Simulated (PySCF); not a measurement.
Dipole moment and polarisability of `C#C[C@@H](C)C#N`

Compound: C5H5N.
Geometry (GFN2-xTB, Å), atoms numbered from 1 in this order:
```
atom  x, y, z in Å
C1     2.210   -0.776    0.341
C2     1.202   -0.188    0.078
C3    -0.042    0.508   -0.217
C4    -1.163   -0.481   -0.569
C5    -0.413    1.294    0.944
N6    -0.710    1.904    1.862
H7     3.100   -1.288    0.555
H8     0.125    1.200   -1.055
H9    -1.343   -1.159    0.263
H10   -2.084    0.056   -0.790
H11   -0.875   -1.067   -1.439
```

Level: B3LYP/def2-SVPD (PySCF), static field, nuclei fixed, core orbitals frozen in the response. The polarisability tensor in these axes (au):

```
x    67.25 -10.17   1.38
y   -10.17  57.48   6.75
z     1.38   6.75  55.52
```

Question: Give the principal values, the mean and the anisotropy Δα = √{½[(α1 − α2)² + (α2 − α3)² + (α1 − α3)²]}.

Answer: Principal values 46.41, 59.84 and 74.00 au; mean 60.08 au = 8.90 Å³ = 9.91 × 10⁻⁴⁰ C²·m²/J; Δα = 23.90 au (40 % of the mean).

Question: What is the dipole moment, and where does it point?

Answer: (0.57, -2.15, -3.12) D, 3.84 D in size, pointing from the negative to the positive side. Measured along this direction, the outermost atoms are N6 at the negative end and H11 at the positive end.

Question: Form Σ f/ω² (atomic units) for the 8 lowest TDDFT singlets, given as eV and f, and set it beside the mean polarisability, which is this sum over all singlets: 6.58, 0.0015; 6.78, 0.0037; 6.81, 0.0040; 7.35, 0.0508; 7.49, 0.0177; 7.77, 0.0028; 7.89, 0.0271; 7.92, 0.0154.

Answer: They add up to 1.62 au, 2.7 % of the 60.08 au; the largest single term is 0.70 au, from the state at 7.35 eV. Terms in order: 0.02, 0.06, 0.06, 0.70, 0.23, 0.03, 0.32, 0.18 au. Higher excitations give the rest. The strengths listed sum to 0.123.

Question: Refractivity n − 1 of an ideal gas of it at 400 K and 1 atm, from the electronic α?

Answer: N = p/kT = 1.8347 × 10¹⁹ cm⁻³, so n − 1 = 2π × N × 8.90 × 10⁻²⁴ cm³ = 1026 × 10⁻⁶ at long wavelengths, for an ideal gas.

Question: What are the principal values of the traceless quadrupole moment, Θ = ½Σq(3rr − r²1), about the centre of nuclear charge?

Answer: -12.35, 2.61, 9.74 D·Å. The values depend on the origin, since the dipole doesn't vanish. The electronic extent ⟨r²⟩ about the same centre is 590 bohr², a root-mean-square distance of 1.98 Å for the 42 electrons.

Question: Rayleigh depolarisation ratio (linearly polarised light, static tensor)?

Answer: ρ = 3Δα²/(45ᾱ² + 4Δα²) = 1713.1/(162444 + 2284.2) = 0.0104.

Question: In a dilute gas of rigid molecules at 298 K, how does the orientational term μ²/3kT compare with the electronic polarisability?

Answer: In Gaussian units μ²/3kT = 119.19 Å³ against 8.90 Å³, a ratio of 13.39; the Debye molar polarisation (4π/3)N_A(α + μ²/3kT) is 323.1 cm³/mol, leaving out the vibrational part.

Geometry: GFN2-xTB; no solvent, vibrations or thermal averaging.
